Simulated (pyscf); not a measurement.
**Four-centre exchange: H₃Si–NH–SiH₃ (SMILES [SiH3]N[SiH3]) + BH₃ (SMILES B) → SiH₄ (SMILES [SiH4]) + H₂B–NH–SiH₃ (SMILES BN[SiH3])**

Gas phase, singlet surface, charge 0. Bonds broken: Si1–N2, B11–H12. Bonds formed: Si1–H12, N2–B11. Single points on ωB97X-D3(BJ)/def2-SVP structures (PySCF, gas phase).

Transition state (Å):

```xyz
14

Si    -1.9449     1.0520     0.7764
N     -0.0996     0.1461     0.4876
Si     0.2360    -0.8462    -0.9385
H     -2.4415     0.3939    -0.4639
H     -2.0283     0.3513     2.0894
H     -2.9633     2.1612     0.9563
H      0.2154    -0.2705     1.3622
H     -0.5371    -0.2851    -2.0754
H      1.6916    -0.8372    -1.2574
H     -0.1976    -2.2438    -0.6529
B      0.2533     1.6598     0.3792
H     -0.8828     2.2952     0.6686
H      0.9798     2.0983     1.2450
H      0.4604     2.0285    -0.7608
```

One imaginary mode, 114i cm⁻¹; descent along it reached the two sides named, in the forms told below.

```csv
bond,change,reactant side (Å),saddle,product side
Si1–N2,breaks,1.805,2.076,3.4
B11–H12,breaks,1.229,1.334,3.0
Si1–H12,forms,2.6,1.639,1.489
N2–B11,forms,1.678,1.558,1.408
```

Electronic energies relative to the separated reactants (eV):

```
level                   barrier  reaction energy  reverse barrier
----------------------  -------  ---------------  ---------------
ωB97X-D3(BJ)/def2-TZVP    -0.36            -0.93             0.57
PBE/def2-TZVP             -0.53            -1.16             0.63
r²SCAN/def2-TZVP          -0.44            -1.06             0.62
B3LYP-D3(BJ)/def2-TZVP    -0.24            -1.03             0.78
PBE0-D3(BJ)/def2-TZVP     -0.55            -1.06             0.51
M06-2X/def2-TZVP          -0.30            -0.96             0.66
ωB97M-D3(BJ)/def2-TZVP    -0.32            -1.02             0.69
HF/def2-TZVP               0.66            -0.86             1.52
```

With ωB97M-D3(BJ)/def2-TZVP energies and thermal terms (ideal gas, 1 atm, RRHO with modes under 100 cm⁻¹ raised to 100, one conformer, R ln 2 for chiral ones without a mode under 150 cm⁻¹), in eV:

```
T (K)    ΔH‡   ΔG‡     ΔH     ΔG
-----  -----  ----  -----  -----
298    -0.22  0.29  -0.98  -0.95
600    -0.24  0.81  -1.00  -0.91
900    -0.23  1.33  -1.01  -0.85
1200   -0.21  1.84  -1.01  -0.80
```

On the reactant side the descent ends in an adduct with a B–N contact, 1.15 eV under the separated species and 0.78 eV under the saddle at ωB97X-D3(BJ)/def2-TZVP. At ωB97X-D3(BJ)/def2-TZVP, PBE, r²SCAN, B3LYP-D3(BJ), PBE0-D3(BJ), M06-2X, ωB97M-D3(BJ) the saddle lies under the separated reactants, which points to a path from their complex (located at ωB97X-D3(BJ) alone). What is counted as formed (B–N) is already present as a longer contact in the reactant adduct; forming that adduct is a step of its own. At the saddle there is also a short B–Si contact that neither side keeps. One saddle was located; it need not be the lowest between these sides.
